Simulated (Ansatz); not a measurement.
# What a trial cell of YTi relaxes into

Method: DFT PBE, scalar-relativistic, plane waves, PAW in Ansatz 0.2.0. Cutoff 420 eV, Γ-centred k mesh, Gaussian smearing, no spin polarisation in the final step.

The start puts YTi on the FeSi (B20) structure type (P2_13, No. 198), with Y in place of Fe, Ti in place of Si, at a guessed volume.

```
CELL_PARAMETERS angstrom
5.33909 0.00000 0.00000
0.00000 5.33909 0.00000
0.00000 0.00000 5.33909
ATOMIC_POSITIONS crystal
Y 0.13400 0.13400 0.13400
Y 0.36600 0.86600 0.63400
Y 0.63400 0.36600 0.86600
Y 0.86600 0.63400 0.36600
Ti 0.84450 0.84450 0.84450
Ti 0.65550 0.15550 0.34450
Ti 0.34450 0.65550 0.15550
Ti 0.15550 0.34450 0.65550
```

Steps on the 4×4×4 mesh (8 atoms). 6 of 6 steps are shown, and the free energy counts from the last. Trial steps that were taken back and renewals of the plane-wave basis can be among the rows.

```tsv
step	ΔF (meV/atom)	V (Å³/atom)	P (GPa)	largest force component (eV/Å)
1	378.4	19.02	21.02	0.622
2	87.7	22.00	7.08	0.482
3	12.6	25.30	-2.39	0.112
4	3.4	24.49	-0.56	0.065
5	2.3	24.28	-0.07	0.001
6	0.0	24.28	0.18	0.001
```

A final relaxation ran on a 8×8×8 mesh. The relaxed crystal, P2_13 (No. 198):

Space group P2_13 (No. 198). a = 5.796 Å, b = 5.796 Å, c = 5.796 Å, α = 90.00°, β = 90.00°, γ = 90.00°
```
atom site symmetry x y z
   Y    4a       .3.  0.1564  0.1564  0.1564
  Ti    4a       .3.  0.8557  0.8557  0.8557
```

For YTi, the volume per atom is 24.34 Å³. The density is 4.66 g/cm³ and the energy over the elements is 0.40 eV/atom. The gap on the 8×8×8 mesh is 0 eV (a metal).

Energies over the elements count from the elements' standard structures at the same level, with no empirical corrections.

The final run used a 8×8×8 mesh on its 8-atom cell and 0.10 eV smearing. For metals, differences of a few meV/atom aren't resolved.

Symmetry constrained the relaxation, so the result can be a saddle point.

Cost: 3 runs of about 3.9 core-minutes in all, on Arm Neoverse V2 (shared hosts).